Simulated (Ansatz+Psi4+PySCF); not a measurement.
```yaml
atoms:
  - { symbol: N, position_ang: [0.1165, 0.0000, 0.0000] }
  - { symbol: H, position_ang: [-0.2718, 0.9397, 0.0000] }
  - { symbol: H, position_ang: [-0.2718, -0.4699, 0.8138] }
  - { symbol: H, position_ang: [-0.2718, -0.4699, -0.8138] }
```

Basis set: cc-pVTZ (spherical functions). Correlated methods keep 1 orbital frozen. Charge 0, multiplicity 1.

Computed with Ansatz (development build ahead of 0.2.0) and Psi4 1.11; each method stands on the lowest determinant of its kind that the runs found. Restricted open shells among the atoms or ions are ROHF, correlated in semicanonical orbitals with singles.

The vertical ionization energy (product with multiplicity 2 at the same shape, open shells in the same class of orbitals) of singlet NH3:

| method | ionization energy |
| --- | --- |
| RHF-MP2 | 10.85 eV |

(1) What does RHF give?

Results:

(1) 9.45 eV.
